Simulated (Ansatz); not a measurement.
# Solid iodine

Method: PBE-D4 (Ansatz, a first-principles code, PAW).

Numerical settings: plane-wave cutoff 500 eV, 8×8×4 k mesh (along the axes of the cell as run), gaussian smearing 0.02 eV, scalar-relativistic PAW data made under PBE.

Cell: relaxed at this level.

| Quantity | Value |
|---|---|
| equilibrium volume per atom | 39.32 Å³/atom |
| equilibrium lattice constant a | 7.292 Å |
| lattice parameter b | 4.474 Å |
| lattice parameter c | 9.644 Å |
| band gap | 0.83 eV (on the SCF k mesh) |

Spin–orbit coupling is not included; with these elements it can move the gap by several tenths of an eV or more.

The computed numbers hold no vibrational or temperature effects.

Cost on a shared machine: about 100 core-seconds (a rough figure).
